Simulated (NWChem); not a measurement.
All runs are NWChem calculations. System: formamide (CH₃NO), charge 0, spin multiplicity 1, at a geometry optimised with B3LYP/def2-SVP. Level: G0W0@PBE/def2-TZVPP, RI basis def2-tzvpp-rifit.

Part of the output:

```
             Northwest Computational Chemistry Package (NWChem) 7.3.0
             --------------------------------------------------------

                                NWChem Input Module
                                -------------------

 Scaling coordinates for geometry "geometry" by  1.889725989
 (inverse scale =  0.529177249)

 Turning off AUTOSYM since
 SYMMETRY directive was detected!

                             Geometry "geometry" -> ""
                             -------------------------

 Output coordinates in angstroms (scale by  1.889725989 to convert to a.u.)

  No.       Tag          Charge          X              Y              Z
 ---- ---------------- ---------- -------------- -------------- --------------
    1 N                    7.0000    -0.19500700    -1.07877300     0.00000000
    2 C                    6.0000    -0.31151300     0.27671600     0.00000000
    3 O                    8.0000     0.61210000     1.05819600     0.00000000
    4 H                    1.0000     0.72937200    -1.49702400     0.00000000
    5 H                    1.0000    -1.00886900    -1.67987000     0.00000000
    6 H                    1.0000    -1.38316800     0.60243700     0.00000000

 Effective nuclear repulsion energy (a.u.)      71.0854478934

            Nuclear Dipole moment (a.u.)
            ----------------------------
        X                 Y               Z
 ---------------- ---------------- ----------------
     0.0000151178    -0.0000075589     0.0000000000

      Symmetry information
      --------------------

 Group name             Cs
 Group number              2
 Group order               2
 No. of unique centers     6

      Symmetry unique atoms

     1    2    3    4    5    6


 Summary of "ao basis" -> "" (spherical)
 ------------------------------------------------------------------------------
       Tag                 Description            Shells   Functions and Types
 ---------------- ------------------------------  ------  ---------------------
 *                         def2-tzvpp                 on all atoms

 new library libraries.bse/

 Summary of "ri basis" -> "" (spherical)
 ------------------------------------------------------------------------------
       Tag                 Description            Shells   Functions and Types
 ---------------- ------------------------------  ------  ---------------------
 *                      def2-tzvpp-rifit              on all atoms

  pbe96 is a nonlocal functional; adding pw91lda local functional.

                                 NWChem DFT Module
                                 -----------------

 Summary of "ao basis" -> "ao basis" (spherical)
 ------------------------------------------------------------------------------
       Tag                 Description            Shells   Functions and Types
 ---------------- ------------------------------  ------  ---------------------
 N                         def2-tzvpp               11       31   5s3p2d1f
 C                         def2-tzvpp               11       31   5s3p2d1f
 O                         def2-tzvpp               11       31   5s3p2d1f
 H                         def2-tzvpp                6       14   3s2p1d

 Summary of "ao basis" -> "ao basis" (spherical)
 ------------------------------------------------------------------------------
       Tag                 Description            Shells   Functions and Types
 ---------------- ------------------------------  ------  ---------------------
 N                         def2-tzvpp               11       31   5s3p2d1f
 C                         def2-tzvpp               11       31   5s3p2d1f
 O                         def2-tzvpp               11       31   5s3p2d1f
 H                         def2-tzvpp                6       14   3s2p1d

      Symmetry analysis of basis
      --------------------------

        a'         93
        a"         42

            General Information
            -------------------
          SCF calculation type: DFT
          Wavefunction type:  closed shell.
          No. of atoms     :     6
          No. of electrons :    24
           Alpha electrons :    12
            Beta electrons :    12
[...]
    37     -0.238358  2 C  px                66      0.221354  3 O  s
    72      0.204724  3 O  py                71      0.174379  3 O  px
    67      0.152913  3 O  s                 40     -0.149348  2 C  px
    65      0.127250  3 O  s                 75      0.122745  3 O  py

 Vector   11  Occ=2.000000D+00  E=-2.473882D-01  Symmetry=a"
              MO Center=  1.0D-01, -2.4D-01, -8.4D-16, r^2= 2.0D+00
   Bfn.  Coefficient  Atom+Function         Bfn.  Coefficient  Atom+Function
  ----- ------------  ---------------      ----- ------------  ---------------
     8      0.353122  1 N  pz                70     -0.308763  3 O  pz
    11      0.296562  1 N  pz                14      0.272477  1 N  pz
    73     -0.250100  3 O  pz                76     -0.179479  3 O  pz
    52     -0.035644  2 C  d -1              39     -0.032465  2 C  pz
    45     -0.030491  2 C  pz                42     -0.027595  2 C  pz

 Vector   12  Occ=2.000000D+00  E=-2.195707D-01  Symmetry=a'
              MO Center=  2.8D-01,  8.0D-01, -5.8D-16, r^2= 1.5D+00
   Bfn.  Coefficient  Atom+Function         Bfn.  Coefficient  Atom+Function
  ----- ------------  ---------------      ----- ------------  ---------------
     5      0.323214  1 N  s                 69      0.324008  3 O  py
    68     -0.295805  3 O  px                72      0.265096  3 O  py
    71     -0.238136  3 O  px               124     -0.233870  6 H  s
    75      0.188490  3 O  py                74     -0.170316  3 O  px
     4      0.137788  1 N  s                123     -0.124525  6 H  s

 Vector   13  Occ=0.000000D+00  E=-2.243303D-02  Symmetry=a"
              MO Center= -1.5D-01,  2.7D-01, -3.9D-14, r^2= 1.8D+00
   Bfn.  Coefficient  Atom+Function         Bfn.  Coefficient  Atom+Function
  ----- ------------  ---------------      ----- ------------  ---------------
    45      0.505081  2 C  pz                42      0.401566  2 C  pz
    39      0.382828  2 C  pz                76     -0.368903  3 O  pz
    14     -0.343217  1 N  pz                70     -0.293091  3 O  pz
    73     -0.226800  3 O  pz                 8     -0.201581  1 N  pz
    11     -0.157980  1 N  pz               130      0.045983  6 H  pz

 Vector   14  Occ=0.000000D+00  E= 3.351423D-03  Symmetry=a'
              MO Center= -6.3D-01, -1.8D+00,  4.6D-14, r^2= 4.0D+00
   Bfn.  Coefficient  Atom+Function         Bfn.  Coefficient  Atom+Function
  ----- ------------  ---------------      ----- ------------  ---------------
     5      1.852159  1 N  s                110     -1.522801  5 H  s
    96     -0.868057  4 H  s                 13     -0.344819  1 N  py
   124     -0.231217  6 H  s                  3      0.193843  1 N  s
   109     -0.193856  5 H  s                  4      0.186691  1 N  s
    67      0.179420  3 O  s                 75     -0.151792  3 O  py

 Vector   15  Occ=0.000000D+00  E= 3.624026D-02  Symmetry=a'
              MO Center= -3.6D-01, -7.6D-01, -1.2D-14, r^2= 5.9D+00
   Bfn.  Coefficient  Atom+Function         Bfn.  Coefficient  Atom+Function
  ----- ------------  ---------------      ----- ------------  ---------------
    96      1.581483  4 H  s                124     -1.546289  6 H  s
    36      1.062397  2 C  s                110     -0.900245  5 H  s
    12     -0.779657  1 N  px                 5     -0.605771  1 N  s
    35      0.428907  2 C  s                 43     -0.424026  2 C  px
    95      0.229980  4 H  s                  9     -0.221404  1 N  px

 center of mass
 --------------
 x =   0.06908721 y =   0.10684900 z =   0.00000000

 moments of inertia (a.u.)
 ------------------
         144.450300734756         -42.661316042107           0.000000000000
         -42.661316042107          39.708881809019           0.000000000000
           0.000000000000           0.000000000000         184.159182543776

     Multipole analysis of the density
     ---------------------------------

     L   x y z        total         alpha         beta         nuclear
     -   - - -        -----         -----         ----         -------
     0   0 0 0     -0.000000    -12.000000    -12.000000     24.000000

     1   1 0 0     -0.725561     -0.362788     -0.362788      0.000015
     1   0 1 0     -1.312026     -0.656009     -0.656009     -0.000008
     1   0 0 1     -0.000000     -0.000000     -0.000000      0.000000

     2   2 0 0    -12.348409    -19.224162    -19.224162     26.099914
     2   1 1 0     -1.166537    -11.129975    -11.129975     21.093413
     2   1 0 1     -0.000000     -0.000000     -0.000000      0.000000
     2   0 2 0    -12.523075    -47.310731    -47.310731     82.098388
     2   0 1 1      0.000000      0.000000      0.000000      0.000000
     2   0 0 2    -14.084017     -7.042009     -7.042009      0.000000

 Task  times  cpu:       13.4s     wall:       13.4s

                                NWChem Input Module
                                -------------------

                                 NWChem GW Module
                                 ----------------

                             ***********************
                             ***        GW       ***
                             ***********************

 Summary of "ri basis" -> "ri basis" (spherical)
 ------------------------------------------------------------------------------
       Tag                 Description            Shells   Functions and Types
 ---------------- ------------------------------  ------  ---------------------
 N                      def2-tzvpp-rifit            22       76   8s6p4d3f1g
 C                      def2-tzvpp-rifit            22       76   8s6p4d3f1g
 O                      def2-tzvpp-rifit            22       76   8s6p4d3f1g
 H                      def2-tzvpp-rifit            10       30   4s3p2d1f

                 Memory Information
                 ------------------
          Available GA per process is          1699.9 MBs
          Available stack per process is        700.0 MBs
          Available heap per process is           0.0 MBs

          Peak memory in Initialization
              Peak GA per process is                  5.6 MBs
              Peak stack per process is               0.2 MBs
              Peak heap per process is                5.8 MBs
              Memory not in MA per process            0.0 MBs

          Peak memory in AFF Calculation
              Peak GA per process is                 24.7 MBs
              Peak stack per process is              16.6 MBs
              Peak heap per process is                0.0 MBs
              Memory not in MA per process           16.6 MBs

          Computing 2-center integrals
          Computing Inverse Cholesky factor
          Computing 3-center integrals
          Computing V_xc ...

          Computing Sigma_x
          Computing RPA polarizability
          Solving quasiparticle equations

                  Alpha Orbitals
          State     Energy (eV)     Error (eV)
          -----------------------------------
@GW         9        -12.835           0.005
@GW        10        -13.636           0.002
@GW        11        -10.054           0.002
@GW        12         -9.347           0.002
@GW        13          2.814           0.002
@GW        14          2.592           0.002

   Applying  -3.3720 eV scissor-shift to rest of particle states

   Applying   3.4244 eV scissor-shift to rest of hole states

     GW Timing Statistics
   ------------------------
   Init.   :          0.1s
     ERIs  :          0.7s
     Distr.:          0.0s
     Vxc   :          0.2s
   Sigma_x :          0.0s
   RPA     :          0.6s
   Wmn     :          0.0s
   Sigma_c :          0.0s
   GW total:          1.6s

 Task  times  cpu:        1.6s     wall:        1.6s

 Total times  cpu:       15.0s     wall:       15.0s
```

Write an NWChem input that would produce this output.

Several could match; the one computed here: 
```
start mol
memory heap 200 mb stack 700 mb global 1700 mb
geometry units angstroms nocenter noautoz
  N     -0.195007    -1.078773     0.000000
  C     -0.311513     0.276716     0.000000
  O      0.612100     1.058196     0.000000
  H      0.729372    -1.497024     0.000000
  H     -1.008869    -1.679870     0.000000
  H     -1.383168     0.602437     0.000000
  symmetry group Cs
end
basis spherical
  * library def2-tzvpp
end
basis "ri basis" bse spherical
  * library def2-tzvpp-rifit
end
dft
  xc xpbe96 cpbe96
  iterations 100
  direct
  tolerances tight
end
task dft energy
gw
  states alpha occ 4 vir 2
end
task dft gw
```
